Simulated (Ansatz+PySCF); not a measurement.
A calculation with PySCF 2.14.0.

```python
from pyscf import gto, scf, mp

mol = gto.M(atom="""
O 0.000000 0.000000 -0.594140
O 0.000000 0.000000 0.594140
""", basis='def2-svp', charge=0, spin=2)
mf = scf.UHF(mol)
mf.kernel()
pt = mp.MP2(mf, frozen=2).run()
print(mf.e_tot, pt.e_corr, pt.e_tot)
```

The script is written out from the run's settings.

The run gave:

```json
{
  "Converged": "yes",
  "Reference energy": "-149.49371 hartree",
  "Correlation energy": "-0.33933 hartree",
  "Total energy": "-149.83304 hartree"
}
```
